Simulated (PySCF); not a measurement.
**Orbital picture of NaN⁺**

PBE0 at R = 2.690 Å; basis Na 6-31G(d,p), N 6-31G(d,p); no relativity; PySCF 2.14. State: ⁴Σ⁻ (quartet), unpaired electrons σ ↑, π ↑↑. Only the outer orbitals are listed, counted within each symmetry.

```json
{"spin": "α", "orbital": "1π", "occ.": "1", "ε (eV)": "-39.69", "on Na (%)": "100", "main shells (%)": "100 Na p"}
{"spin": "α", "orbital": "1π", "occ.": "1", "ε (eV)": "-39.69", "on Na (%)": "100", "main shells (%)": "100 Na p"}
{"spin": "α", "orbital": "4σ", "occ.": "1", "ε (eV)": "-39.69", "on Na (%)": "100", "main shells (%)": "100 Na p"}
{"spin": "α", "orbital": "5σ", "occ.": "1", "ε (eV)": "-28.31", "on Na (%)": "0", "main shells (%)": "100 N s"}
{"spin": "α", "orbital": "6σ", "occ.": "1", "ε (eV)": "-15.73", "on Na (%)": "4", "main shells (%)": "96 N p"}
{"spin": "α", "orbital": "2π", "occ.": "1", "ε (eV)": "-15.48", "on Na (%)": "1", "main shells (%)": "99 N p"}
{"spin": "α", "orbital": "2π", "occ.": "1", "ε (eV)": "-15.48", "on Na (%)": "1", "main shells (%)": "99 N p"}
{"spin": "α", "orbital": "7σ", "occ.": "0", "ε (eV)": "-6.23", "on Na (%)": "99", "main shells (%)": "99 Na s"}
{"spin": "α", "orbital": "3π", "occ.": "0", "ε (eV)": "-3.81", "on Na (%)": "100", "main shells (%)": "100 Na p"}
{"spin": "α", "orbital": "3π", "occ.": "0", "ε (eV)": "-3.81", "on Na (%)": "100", "main shells (%)": "100 Na p"}
{"spin": "β", "orbital": "1π", "occ.": "1", "ε (eV)": "-39.68", "on Na (%)": "100", "main shells (%)": "100 Na p"}
{"spin": "β", "orbital": "1π", "occ.": "1", "ε (eV)": "-39.68", "on Na (%)": "100", "main shells (%)": "100 Na p"}
{"spin": "β", "orbital": "4σ", "occ.": "1", "ε (eV)": "-39.67", "on Na (%)": "100", "main shells (%)": "100 Na p"}
{"spin": "β", "orbital": "5σ", "occ.": "1", "ε (eV)": "-22.23", "on Na (%)": "1", "main shells (%)": "98 N s"}
{"spin": "β", "orbital": "6σ", "occ.": "0", "ε (eV)": "-8.10", "on Na (%)": "24", "main shells (%)": "75 N p, 18 Na s"}
{"spin": "β", "orbital": "2π", "occ.": "0", "ε (eV)": "-7.39", "on Na (%)": "5", "main shells (%)": "95 N p"}
{"spin": "β", "orbital": "2π", "occ.": "0", "ε (eV)": "-7.39", "on Na (%)": "5", "main shells (%)": "95 N p"}
```

**Question.** Which are the highest filled and the lowest empty level, where do they sit, and how wide is the gap?

**Answer.** Highest filled α 2π at -15.48 eV (in %: 99 N p); lowest empty β 6σ at -8.10 eV (in %: 75 N p, 18 Na s); the gap at PBE0 is 7.38 eV.

- bond order (Mayer): 0.12
- ⟨S²⟩: 3.752
- charge on Na (Mulliken, basis-dependent): 0.94
- charge on Na (Löwdin, basis-dependent): 0.80
- dipole moment (positive dipole points towards N; it is taken about the centre of mass and depends on that origin): -4.22 D
- polarisability along the bond: 7.4 bohr³
- polarisability across the bond: 5.3 bohr³

The state is the lowest determinant that a PBE0 search found; another state may lie lower at other levels.
